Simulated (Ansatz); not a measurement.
**CH₂S (SMILES C=S): functionals against CCSD(T) at one geometry**

The task here is to estimate one member of a computed series from the others.

Computed with Ansatz 0.2.0, Gaussian basis. Level: single points in def2-TZVPP.

Cores are frozen in the correlated methods. B3LYP uses VWN-RPA correlation.

### The system as given

SMILES `C=S`, 4 atoms, charge 0, spin multiplicity 1.

Atoms are counted from 1 here; the program's logs count them from 0.

Bond lengths: C1–S2 1.612 Å, C1–H3 1.185 Å, C1–H4 1.126 Å. Angles: S2–C1–H3 123.4°, S2–C1–H4 119.6°, H3–C1–H4 117.0°.

Geometry (Å):

```xyz
4
CH2S
C    -0.10290   -0.02150   -0.03530
S     1.34730    0.52200    0.41360
H    -1.01820   -0.13090    0.70960
H    -0.27260   -0.33610   -1.10280
```

Set-up of the first run:

run/in.yaml reads:

```yaml
crystal:
  periodic: [false, false, false]
  atoms:
    - {symbol: C, position_ang: [-0.102900, -0.021500, -0.035300]}
    - {symbol: S, position_ang: [1.347300, 0.522000, 0.413600]}
    - {symbol: H, position_ang: [-1.018200, -0.130900, 0.709600]}
    - {symbol: H, position_ang: [-0.272600, -0.336100, -1.102800]}
basis:
  gaussian: {orbitals: def2-TZVPP}
correlation: {method: ccsd_t}
output: {forces: true}
```

The command line of these runs was not kept.

Steps of the session up to this table: CCSD(T)/def2-TZVPP; PBE0-D4/def2-TZVPP; wB97M-V/def2-TZVPP; r2SCAN-D4/def2-TZVPP; PBE-D4/def2-TZVPP; wB97X-V/def2-TZVPP; B3LYP-D4/def2-TZVPP.

One of the session's tables, all rows but one given; the rest of the session is left out.

```
   method  RMS force component (eV/Å)  angle to CCSD(T) forces (°)  dipole (D)
  CCSD(T)                       0.985                    reference        1.56
  PBE0-D4                       0.898                         18.6        1.68
  wB97M-V                       0.931                         20.1        1.64
r2SCAN-D4                       0.872                         13.4        1.69
   PBE-D4                       0.804                          6.6        1.55
  wB97X-V                       0.912                         21.0        1.75
 B3LYP-D4                           ?                            ?           ?
```

**Question.** Estimate the row for B3LYP-D4.

The run gave: RMS force component (eV/Å): 0.909; angle to CCSD(T) forces (°): 11.9; dipole (D): 1.63. In the column «RMS force component (eV/Å)» it lies between PBE0-D4 (0.898) and wB97X-V (0.912).
